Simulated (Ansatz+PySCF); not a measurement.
The numbers below are computed, except where a source is named.
This PySCF input gave a total energy of -138.98748 hartree.

```python
from pyscf import gto, scf

mol = gto.M(atom="""
B 0.000000 0.000000 -1.443300
C 0.000000 0.000000 0.197300
O 0.000000 0.000000 1.419760
H 0.000000 -1.275580 -1.775140
H -1.104680 0.637790 -1.775140
H 1.104680 0.637790 -1.775140
""", basis='def2-svp', charge=0, spin=0)
mf = scf.UHF(mol)
mf.init_guess = 'minao'
mf.kernel()
while True:  # follow internal instabilities
    mo, _, stable, _ = mf.stability(return_status=True)
    if stable: break
    mf.kernel(mf.make_rdm1(mo, mf.mo_occ))
print(mf.converged, mf.e_tot, mf.spin_square()[0])
```

Task: Write an input for Ansatz with the same method and basis set.

Result:

```yaml
crystal:
  periodic: [false, false, false]
  atoms:
    - { symbol: B, position_ang: [0.0, 0.0, -1.4433] }
    - { symbol: C, position_ang: [0.0, 0.0, 0.1973] }
    - { symbol: O, position_ang: [0.0, 0.0, 1.41976] }
    - { symbol: H, position_ang: [0.0, -1.27558, -1.77514] }
    - { symbol: H, position_ang: [-1.10468, 0.63779, -1.77514] }
    - { symbol: H, position_ang: [1.10468, 0.63779, -1.77514] }
basis:
  gaussian: { orbitals: def2-SVP }
magnetization:
  spin_polarized: true
hamiltonian:
  xc: hf
```

Ansatz (development build ahead of 0.2.0) gave -138.98748 hartree, 0.03 meV from the first.
